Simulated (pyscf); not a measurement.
**Substitution at C: H₃C–N(CH₃)–SiH₃ + H atom (H•) → H₃C–N(CH₃)–SiH₃ + H atom (H•)**

Gas phase, doublet surface, charge 0. Bonds broken: C1–H5. Bonds formed: C1–H14. PySCF, gas phase, ωB97X-D3(BJ)/def2-SVP geometries.

Transition state (Å):

```xyz
14

C      1.2409     0.8017    -0.6968
N      0.2109     0.6965     0.3303
C     -0.7801    -0.3596     0.2192
Si     0.2388     1.8657     1.6219
H      1.8355     1.8359    -0.1846
H      1.0679     1.4132    -1.6133
H      2.2060     0.2528    -0.5906
H     -1.3778    -0.2787    -0.7080
H     -1.4762    -0.2940     1.0688
H     -0.3237    -1.3668     0.2396
H      1.5008     1.8175     2.4244
H     -0.9086     1.5271     2.5156
H      0.0704     3.2725     1.1401
H      0.8491    -0.2284    -1.4283
```

One imaginary mode, 1694i cm⁻¹; descent along it reached the two sides named.

```
bond    change  reactant side (Å)  saddle  product side
------  ------  -----------------  ------  ------------
C1–H5   breaks              1.101   1.298           3.8
C1–H14   forms                3.9   1.323         1.106
```

Electronic energies relative to the separated reactants (kcal/mol):

| level | barrier | reaction energy | reverse barrier |
|---|---|---|---|
| ωB97X-D3(BJ)/def2-TZVP | 42.3 | 0.0 | 42.3 |
| PBE/def2-TZVP | 31.9 | 0.0 | 31.9 |
| r²SCAN/def2-TZVP | 32.8 | 0.0 | 32.8 |
| B3LYP-D3(BJ)/def2-TZVP | 36.6 | 0.0 | 36.6 |
| PBE0-D3(BJ)/def2-TZVP | 36.0 | 0.0 | 36.0 |
| M06-2X/def2-TZVP | 40.7 | 0.0 | 40.7 |
| ωB97M-D3(BJ)/def2-TZVP | 40.6 | 0.0 | 40.6 |
| HF/def2-TZVP | 61.5 | 0.0 | 61.5 |

With ωB97M-D3(BJ)/def2-TZVP energies and thermal terms (ideal gas, 1 atm, RRHO with modes under 100 cm⁻¹ raised to 100, one conformer, R ln 2 for chiral ones without a mode under 150 cm⁻¹), in kcal/mol:

```
T (K)   ΔH‡   ΔG‡   ΔH   ΔG
-----  ----  ----  ---  ---
298    38.8  46.3  0.0  0.0
600    38.1  54.3  0.0  0.0
900    37.9  62.4  0.0  0.0
1200   37.8  70.6  0.0  0.0
```

The same reactants have a lower exit, to H₃C–N(CH₃)–SiH₂• + H₂ (barrier +3.6 kcal/mol at ωB97M-D3(BJ)/def2-TZVP, against +40.6 kcal/mol here). This is the saddle that the search found; another between the same sides may lie lower. The angle at the attacked C is 167°.
